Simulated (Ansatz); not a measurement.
Iron, bcc: convergence with the plane-wave cutoff

Computed with Ansatz, LDA, scalar-relativistic PAW, on the relaxed cell (a = 2.749 Å; ferromagnetic, net 1.99 μB per atom). Errors count from a run at 420 eV on a Γ-centred 26×26×26 mesh with Fermi-Dirac smearing of 0.05 eV, extrapolated to zero width. Fixed here: mesh 16×16×16, Fermi-Dirac width 0.05 eV. The pressure holds a Pulay correction and is unreliable far below the recommended cutoff.

```tsv
cutoff (eV)	E(σ→0) error (meV/atom)	P (GPa)	sphere moment (μB)	SCF iterations
150	79323.7	56.25	0.00	14
200	16249.1	-33.00	2.32	11
250	3132.9	20.49	2.16	11
300	466.9	5.87	2.00	10
350	44.3	0.44	1.98	10
420	0.9	0.09	1.97	12
600	-1.0	0.05	1.97	12
800	-1.6	0.05	1.97	12
```

Task: What does the run at 500 give (cutoff)?

Result: E(σ→0) error (meV/atom): -0.4; P (GPa): 0.06; sphere moment (μB): 1.97; SCF iterations: 12.

Within 5 meV/atom of the last row: from 420 eV on.
